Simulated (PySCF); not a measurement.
Core-level binding energies of `[SiH3]S[SiH3]`

H₆SSi₂.
Atom-mapped SMILES: `[SiH3:1][S:2][SiH3:3]`

Method used: delta-SCF UKS SCAN, pcX-2 on the ionised atom, pcseg-1 elsewhere, spin-free X2C in PySCF. Binding energies are ΔSCF values: E(core-ionised, relaxed orbitals) − E(ground state) at a fixed geometry, referred to the vacuum level.

Q: List the computed XPS lines with their assignment.

A: 
| atom(s) | bonded to | level | binding energy (eV) | 2p1/2 (eV) | count |
| --- | --- | --- | --- | --- | --- |
| Si1/Si3 | S and 3 H | Si 2p3/2 | 107.40 | 108.03 | 2 |
| Si1/Si3 | S and 3 H | Si 1s | 1847.23 | – | 2 |
| S2 | 2 Si | S 1s | 2476.59 | – | 1 |

Q: Which effective nuclear charge Zeff reproduces each element's mean 1s value in the hydrogen-like formula E = 13.606 eV × Zeff²?

A: Si (Z = 14): mean 1847.2 eV, Zeff = 11.65, Z − Zeff = 2.35; S (Z = 16): mean 2476.6 eV, Zeff = 13.49, Z − Zeff = 2.51. Means run over the listed sites, weighted by atom count.

One atom of each set of topologically equivalent atoms was ionised and stands for the set; in this conformer not all members are related by symmetry, and their own values weren't computed. Not every level is listed. For 2p shells one spin-free hole was relaxed; a mean-field spin–orbit operator and the ground-state splitting of the three 2p orbitals were then diagonalised within the shell. The shell's mean is (2 × 2p3/2 + 2p1/2)/3, and the degeneracies 2j + 1 give areas of 2:1. 2p1/2 minus 2p3/2 (ligand field included): Si 0.62 eV. Isolated species at its PBE0-D3(BJ)/def2-SVP geometry, gas phase.

The run took 16 s of wall time on one thread of an Arm Neoverse V1, no GPU, shared host.
